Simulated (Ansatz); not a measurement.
C3H6, SMILES `C[C]C` (near-degenerate singlet) (charge 0, multiplicity 1). This singlet lies within 0.05 eV of the relaxed triplet at the level frozen-core CCSD(T)/cc-pVTZ // B3LYP-D3(BJ)/def2-TZVP (Ansatz, an electronic-structure program).

Cartesian coordinates (Å):
```xyz
9

C     -1.2087    -0.1529    -0.0507
C     -0.0498     0.4311    -0.7322
C      1.2046     0.1907    -0.0131
H     -1.5622     0.7397     0.5018
H     -1.0215    -0.9363     0.7017
H     -2.0318    -0.4199    -0.7145
H      1.5563    -0.7063    -0.5595
H      1.9720     0.9465    -0.1838
H      1.1411    -0.0927     1.0502
```
Charge 0, spin multiplicity 1.

Frozen-core energies in 6-31g from Ansatz at a geometry from B3LYP-D3(BJ)/def2-TZVP; the HF reference has <S^2> = 0.00 (restricted, and unstable towards unrestricted orbitals) and the T1 diagnostic is 0.010.

```csv
level,energy (Ha)
HF,-116.92095
MP2,-117.16947
CCSD,-117.21201
```

**Question.** Estimate the energies of CCSD(T), CCSDT and CCSDT(Q), and give each level's difference from CCSDT(Q).

**Answer.** 
```json
[
 {"level": "MP2", "energy (Ha)": "-117.16947", "difference from CCSDT(Q) (mHa)": "50.94"},
 {"level": "CCSD", "energy (Ha)": "-117.21201", "difference from CCSDT(Q) (mHa)": "8.40"},
 {"level": "CCSD(T)", "energy (Ha)": "-117.21910", "difference from CCSDT(Q) (mHa)": "1.30"},
 {"level": "CCSDT", "energy (Ha)": "-117.22001", "difference from CCSDT(Q) (mHa)": "0.39"},
 {"level": "CCSDT(Q)", "energy (Ha)": "-117.22040", "difference from CCSDT(Q) (mHa)": "0.00"}
]
```
